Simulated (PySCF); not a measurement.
Si(SiH3)2H2.
InChI=1S/H8Si3/c1-3-2/h3H2,1-2H3

The closed-shell ground state was solved at several levels (PySCF, density fitting, gas phase, non-relativistic). Isolated species at its PBE0-D3(BJ)/def2-SVP geometry, gas phase.

| level | basis functions | HOMO (eV) | LUMO (eV) | gap (eV) | dipole (D) |
| --- | --- | --- | --- | --- | --- |
| KT2/pcSseg-1 | 112 | -7.11 | -0.99 | 6.12 | 0.08 |
| CAM-B3LYP/def2-SVPD | 136 | -9.25 | 0.78 | 10.03 | 0.11 |

(1) Estimate the row for PBE0/pcSseg-1, a basis of 112 functions; the other rows only guide the guess.

(2) Over all these levels, which gives the widest orbital gap and which the narrowest?

(3) How far do the dipole and the HOMO energy spread over the levels?

Answers

(1) HOMO -8.13 eV, LUMO -0.14 eV, gap 7.99 eV, dipole 0.09 D.

(2) CAM-B3LYP/def2-SVPD (range-separated hybrid) has the widest, 10.03 eV, and KT2/pcSseg-1 (GGA) the narrowest, 6.12 eV. Functional and basis both differ between the two, so the spread mixes both effects.

(3) The dipole runs from 0.08 to 0.11 D (mean 0.10 D) and the HOMO from -9.25 to -7.11 eV.
